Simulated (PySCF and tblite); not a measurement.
C5H10, numbered as in [CH3:1][CH2:2][CH:3]1[CH2:4][CH2:5]1.

Level: B3LYP-D3(BJ)/def2-TZVP (IEF-PCM, chloroform)//PBE0-D3(BJ)/def2-SVP, thermal terms from GFN2-xTB, symmetry numbers and mirror pairs counted. Conformers within 3 kcal/mol (GFN2-xTB free energy) were kept, 8 at most. GIAO shieldings: wB97X-D/pcSseg-1 (IEF-PCM, chloroform). Shifts are against TMS (¹H), TMS (¹³C) at the same level. Programs: PySCF with density fitting and tblite.

Torsions listed: C1–C2–C3–C4. Of a mirror pair one member is shown.

| conformer | shape | weight % | dipole D |
| --- | --- | --- | --- |
| 1 | 83° | 96.6 | 0.15 |
| 2 | -36° | 3.4 | 0.25 |

Problem. How do the computed shifts compare with measured ones?

Solution. 
| nucleus | signal | leading conformer | average | measured | medium |
| --- | --- | --- | --- | --- | --- |
| ¹³C | C3 | 14.2 | 14.1 | 12.8 | not stated per compound (mostly CDCl3 or CCl4) |
| ¹³C | C4/C5 | 6.1 | 6.0 | 4.1 | not stated per compound (mostly CDCl3 or CCl4) |

Measured values: Pretsch, Buehlmann, Badertscher, Structure Determination of Organic Compounds, 4th ed. (2009). Mean difference for ¹³C: 1.60 ppm, scatter 0.30 ppm. The computed shifts are unscaled and lack vibrational corrections.
